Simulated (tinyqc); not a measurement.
Inside a calculation. Method: RKS/LDA (PW92) in the sto-3g basis, for H2O, spin multiplicity 1. One step of it, computed by the program tinyqc.

Question. Iteration 17 (converged): orbitals. Diagonalise F' = X^T F X, C = X C', fill 5 alpha and 5 beta electrons from the bottom; D = 2 C_occ C_occ^T. Each column has its largest component positive (the first on a tie).

converged F (hartree), lower triangle:
```
             1O 1s      1O 2s     1O 2px     1O 2py     1O 2pz      2H 1s      3H 1s
1O 1s   -18.167639
1O 2s    -4.746158  -1.919645
1O 2px    0.000000   0.000000  -0.060086
1O 2py    0.000000   0.000000   0.000000  -0.187677
1O 2pz   -0.021163  -0.160664   0.000000   0.000000  -0.152890
2H 1s    -0.958217  -0.693408   0.000000  -0.219476  -0.234654  -0.372231
3H 1s    -0.958217  -0.693408   0.000000   0.219476  -0.234654  -0.268793  -0.372231
```

X, lower triangle:
```
            1O 1s      1O 2s    1O 2px     1O 2py     1O 2pz      2H 1s     3H 1s
1O 1s    1.023963
1O 2s   -0.140487   1.205472
1O 2px   0.000000   0.000000  1.000000
1O 2py   0.000000   0.000000  0.000000   1.090042
1O 2pz  -0.009601   0.099445  0.000000   0.000000   1.053881
2H 1s    0.020681  -0.262226  0.000000  -0.202226  -0.142574   1.176213
3H 1s    0.020681  -0.262226  0.000000   0.202226  -0.142574  -0.087164  1.176213
```

Give: F' = X^T F X; orbital energies; coefficients C; D after iteration 17.

Answer.

F' = X^T F X (hartree), lower triangle:
```
          1        2        3        4        5        6        7
1  -17.7946
2   -2.5722  -0.9081
3    0.0000   0.0000  -0.0601
4    0.0000   0.0000   0.0000  -0.0379
5   -0.0392  -0.0322   0.0000   0.0000  -0.0656
6   -0.1344  -0.3086   0.0000  -0.2524  -0.1895  -0.0358
7   -0.1344  -0.3086   0.0000   0.2524  -0.1895  -0.0796  -0.0358
```

orbital energies (hartree): MO1 -18.1814, MO2 -0.8095, MO3 -0.3563, MO4 -0.1718, MO5 -0.0601, MO6 0.2790, MO7 0.3622

coefficients C:
```
            MO1      MO2      MO3      MO4     MO5      MO6      MO7
1O 1s    0.9923  -0.2273   0.0000   0.1339  0.0000  -0.1224   0.0000
1O 2s    0.0341   0.7918   0.0000  -0.6331  0.0000   0.7690   0.0000
1O 2px   0.0000   0.0000   0.0000   0.0000  1.0000   0.0000   0.0000
1O 2py   0.0000   0.0000   0.6231   0.0000  0.0000   0.0000   0.9390
1O 2pz   0.0051   0.2074   0.0000   0.7224  0.0000   0.7722   0.0000
2H 1s   -0.0078   0.1817   0.4437   0.2917  0.0000  -0.7513  -0.8013
3H 1s   -0.0078   0.1817  -0.4437   0.2917  0.0000  -0.7513   0.8013
```

D after iteration 17, lower triangle:
```
          1O 1s    1O 2s  1O 2px   1O 2py  1O 2pz    2H 1s   3H 1s
1O 1s    2.1084
1O 2s   -0.4618   2.0580
1O 2px   0.0000   0.0000  2.0000
1O 2py   0.0000   0.0000  0.0000   0.7765
1O 2pz   0.1094  -0.5861  0.0000   0.0000  1.1299
2H 1s   -0.0200  -0.0821  0.0000   0.5530  0.4967   0.6301
3H 1s   -0.0200  -0.0821  0.0000  -0.5530  0.4967  -0.1575  0.6301
```
